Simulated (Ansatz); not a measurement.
Isomers of C3H4F2O, relaxed with PBE0-D4/def2-TZVP in Ansatz; electronic energies, one conformer each and not always the lowest. Functionals use def2-TZVPP; CBS adds triple-zeta CCSD(T) − MP2 to the MP2 limit of def2-TZVPP and def2-QZVPP.

Problem. Order them by energy at frozen-core CCSD(T)/CBS, lowest first. (Estimate.)
A. `CC(=O)C(F)F`
B. `FC(F)C1CO1`
C. `FC[C@@H]1O[C@H]1F`
D. `CO/C(F)=C/F`

Solution. A (0.0 kJ/mol), B (104.0 kJ/mol), C (116.7 kJ/mol), D (132.0 kJ/mol).

Problem. How do B2PLYP, PBE-D4, PBE0-D4, B3LYP place them (kJ/mol, against `CC(=O)C(F)F`)? (Best estimate.)

Solution. The calculation gave: 
```json
{"isomer": "`FC[C@@H]1O[C@H]1F`", "B2PLYP": "121.3", "PBE-D4": "109.1", "PBE0-D4": "106.6", "B3LYP": "121.3"}
{"isomer": "`FC(F)C1CO1`", "B2PLYP": "109.8", "PBE-D4": "99.2", "PBE0-D4": "95.4", "B3LYP": "111.5"}
{"isomer": "`CO/C(F)=C/F`", "B2PLYP": "130.4", "PBE-D4": "122.0", "PBE0-D4": "125.4", "B3LYP": "122.0"}
```

B3LYP here is the variant with VWN-RPA as its local correlation; programs differ in this.
